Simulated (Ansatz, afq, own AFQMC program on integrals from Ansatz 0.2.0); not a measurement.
Where AFQMC and coupled cluster stand for CH₅, doublet

```xyz
6

C    -0.1250    0.0000    0.0000
H    -0.4882    1.0273    0.0000
H    -0.4882   -0.5137    0.8897
H    -0.4882   -0.5137   -0.8897
H     0.9646    0.0000    0.0000
H     1.9890    0.0000    0.0000
```

Basis cc-pVTZ. Only valence electrons are correlated. Ansatz 0.2.0 and our own AFQMC program on the same integrals; the CISD trial comes from CCSD amplitudes, and released means the phaseless constraint is let go. Uncertainties: one standard error, sampling alone.

Determinant: UHF, the one that the program's search chose, which needn't be the lowest solution. The geometry is a point of a scan.

No full CI on the walks' own integrals is used here; CCSDT(Q) serves as the reference and is uncertain by about the last step of the cluster series.

- T1 diagnostic: 0.0105
- weight of the determinant in the CISD state: 0.920
- ⟨S²⟩ of the determinant: 0.762
- size of the correlated space: 9 electrons in 99 orbitals

| level | correlation energy (eV) |
| --- | --- |
| MP2 | -5.6387 |
| CCSD | -6.2540 |
| CCSD(T) | -6.4420 |

**Question.** Estimate where AFQMC with the constraint released lies against CCSD(T) on the same integrals.

**Answer.** 2.5 ± 0.7 kJ/mol below CCSD(T).

Reference: CCSDT(Q), correlation energy -6.460 eV. The released energy is read at 2.40 1/Eh (meV from the phaseless value at times in 1/Eh: -3 ± 4 at 0.24, -5 ± 4 at 0.51, -5 ± 4 at 0.99, -7 ± 4 at 1.62, -12 ± 7 at 2.40).

```
         level  E − E(reference) (kJ/mol)  share of correlation (%)
       CCSD(T)                        1.7                     99.72
         CCSDT                        0.5                     99.92
 ph-AFQMC/CISD                  0.4 ± 0.5                     99.94
released AFQMC                 -0.8 ± 0.7                    100.13
```

A walk keeps the symmetry of its determinant, which the program's search chose and which needn't be the lowest solution, so a lower state of the same spin and another symmetry isn't excluded. Released energies are given only where the last usable release times agree within the noise; a slower fall can still hide under it.
